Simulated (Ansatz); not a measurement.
**A ladder of methods for CF2 (SMILES F[C]F)**

CF2 has 3 atoms, charge 0, and is taken as a singlet. As SMILES, `F[C]F`. The coordinates come from a GFN2-xTB relaxation.

```xyz
3

F     0.3969    1.0328    0.3328
C     0.3268   -0.2722    0.1497
F    -0.7238   -0.7606   -0.4825
```

Each level gives the energy change with the F1–C2 bond stretched from 1.320 to 3.299 Å (eV). The values are calculated.

```
                        level                    kind  program  value (eV)  less FCI/STO-3G  CPU time (all runs)
       HF/STO-3G (restricted)            Hartree–Fock   Ansatz       10.65            +7.02               0.15 s
    SVWN5/STO-3G (restricted)                     LDA   Ansatz        6.89            +3.26                2.6 s
      PBE/STO-3G (restricted)                     GGA   Ansatz        6.23            +2.60                4.2 s
   r2SCAN/STO-3G (restricted)                meta-GGA   Ansatz        6.69            +3.06                 12 s
    B3LYP/STO-3G (restricted)           global hybrid   Ansatz        7.28            +3.65                1.5 s
CAM-B3LYP/STO-3G (restricted)  range-separated hybrid   Ansatz        8.26            +4.63                1.9 s
      MP2/STO-3G (restricted)     perturbation theory   Ansatz        3.57            -0.06                0.3 s
 CCSDT(Q)/STO-3G (restricted)   coupled cluster or CI   Ansatz        3.63             0.00                1.7 s
                   FCI/STO-3G      exact in the basis   Ansatz        3.63             0.00                1.2 s
```

FCI/STO-3G is exact within its basis and frozen core, so for wave-function methods in that basis the difference is their error; functionals converge differently with the basis, so for them it is only a difference. Spin-restricted single references rise too steeply as a bond breaks, Hartree–Fock most of all. Perturbation and coupled-cluster corrections on them can overshoot downwards. The first shape isn't each level's own minimum. The values span 3.57 to 10.65 eV. All rows use very small basis sets, so even the best lies far from the true value. Times are those of the runs behind each value, whatever else they computed, on shared processors of several kinds: orders of magnitude only.
